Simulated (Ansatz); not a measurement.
# BSiH₂ (quartet): wave-function methods side by side, def2-QZVPP

One table from this session's results is given with a row withheld; the runs are named, their logs left out.

Program: Ansatz 0.2.0, Gaussian basis. Level of theory: def2-QZVPP, core rule «outside noble gas», up to 6 orbitals frozen. These are calculated values, not measurements.

Plan: UHF; ROHF; CCSD(T) on UHF.

2 further runs of the same task are left out: 2 set aside as unsound or not needed. Runs told in other sessions of the task aren't counted.

## The system

The geometry is a PBE0/def2-TZVP stationary point (not a proven minimum) of the parent state, kept for this charge and spin.

4 atoms, charge 0, spin multiplicity 4.

Atoms are counted from 1 here; the program's logs count them from 0.

Bond lengths: Si1–B2 1.954 Å, Si1–H3 1.501 Å, Si1–H4 1.501 Å. Angles: B2–Si1–H3 102.8°, B2–Si1–H4 102.8°, H3–Si1–H4 107.0°.

Set-up of the first run:

Contents of in.yaml:

```yaml
crystal:
  periodic: [false, false, false]
  atoms:
    - {symbol: Si, position_ang: [-0.085001, 0.000000, 0.494288]}
    - {symbol: B, position_ang: [0.088473, -0.000001, -1.451856]}
    - {symbol: H, position_ang: [0.709774, -1.206838, 0.899706]}
    - {symbol: H, position_ang: [0.709775, 1.206839, 0.899704]}
basis:
  gaussian: {orbitals: "def2-QZVPP.json"}
magnetization: {spin_polarized: true, initial_magnetization: 3}
hamiltonian: {xc: hf}
output: {orbitals: {seedname: orbitals}}
```

Run with:

```
ansatz run in.yaml --threads 1 --pin off --events-out ev --progress --plain --max-ram 2393MiB
```

Among the steps run: UHF; ROHF; CCSD(T) on UHF.

One table of the session follows, with a row left open; its other results are not shown here.

```
  method  from UCCSD(T) (kcal/mol)
    ROHF                         ?
     UHF                   +124.53
    UMP2                    +25.27
   UCCSD                     +4.91
UCCSD(T)                         0
```

Q: Estimate the row for ROHF from the others.

The run gave: from UCCSD(T) (kcal/mol): +126.82. In the column «from UCCSD(T) (kcal/mol)» it is the highest.
